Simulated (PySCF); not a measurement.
Compound: FHO.
SMILES with atom numbers: `[OH:1][F:2]` (hydrogens: H3 on O1)

Structure used (PBE0-D3(BJ)/def2-SVP), in Å, numbered top down from 1:
```
atom  x, y, z in Å
O1    -0.2063    0.4794    0.0245
F2     0.9978   -0.2196    0.1886
H3    -0.7792   -0.2630   -0.2271
```

Theory: PySCF, PBE0-D3(BJ)/def2-SVP geometry optimisation, gas phase.

Masses are those of the commonest isotopes; rigid-rotor values at the optimised geometry. 

Q: Give the principal moments of inertia and the rotational constants in GHz.

A: Ia = 0.86, Ib = 17.93, Ic = 18.78 u·Å²; 505379 MHz·u·Å²/I gives 589226, 28192 and 26904 MHz, that is A = 589.23, B = 28.192, C = 26.904 GHz.

Q: Classify the top.

A: A near-prolate asymmetric top; Ray's κ = -0.995.

Q: Which types of transition are allowed, and where do some lines up to J = 4 fall?

A: The dipole components are |μa| = 0.97 D, |μb| = 1.77 D, |μc| = 0.00 D; the mirror of this Cs structure is the ab plane, so μc vanishes by symmetry and there are no c-type lines. Intensities carry the squares of the components, which stand as 0.30 : 1.00 (a : b). Some lines, for components of 0.1 D or more:

| type | branch | J(Ka,Kc) | MHz | lower level (cm⁻¹) |
| --- | --- | --- | --- | --- |
| a | Q | 3(1,2) ← 3(1,3) | 7724 | 29.634 |
| a | R | 2(1,2) ← 1(1,1) | 108905 | 20.552 |
| a | R | 2(0,2) ← 1(0,1) | 110190 | 1.838 |
| a | R | 3(2,1) ← 2(2,0) | 165297 | 80.456 |
| a | R | 4(3,2) ← 3(3,1) | 220389 | 179.647 |
| b | Q | 2(1,1) ← 2(0,2) | 563611 | 5.513 |
| b | R | 1(1,1) ← 0(0,0) | 616131 | 0.000 |
| b | R | 3(1,3) ← 2(0,2) | 723106 | 5.513 |
| b | R | 4(1,4) ← 3(0,3) | 775632 | 11.026 |
| b | Q | 3(2,1) ← 3(1,2) | 1681186 | 29.891 |
| b | Q | 2(2,1) ← 2(1,2) | 1686966 | 24.185 |
| b | Q | 3(2,2) ← 3(1,3) | 1688898 | 29.634 |
| b | R | 3(2,2) ← 2(1,1) | 1848393 | 24.313 |
| b | R | 3(3,0) ← 2(2,1) | 2973682 | 80.456 |
| b | R | 4(3,1) ← 3(2,2) | 3028782 | 85.969 |
| b | Q | 4(4,0) ← 4(3,1) | 3931744 | 186.998 |
| b | R | 4(4,1) ← 3(3,0) | 4152133 | 179.647 |

Q: Estimate the classical rotational partition function at 200 K and 500 K.

A: Point group Cs, symmetry number σ = 1; q = (√π/σ)·√((kT/h)³/(ABC)), k/h = 20836.6 MHz/K: 713 at 200 K, 2820 at 500 K.

Not checked by PBE0-D3(BJ)/def2-SVP frequencies. Constants of a rigid frame at the computed geometry: no zero-point averaging, no centrifugal distortion.

Time: 1.3 s; peak memory 0.24 GiB. Hardware: one thread, Arm Neoverse V1 (aarch64), shared host with 32 logical CPUs at a one-minute load of 17. This is the geometry optimisation.
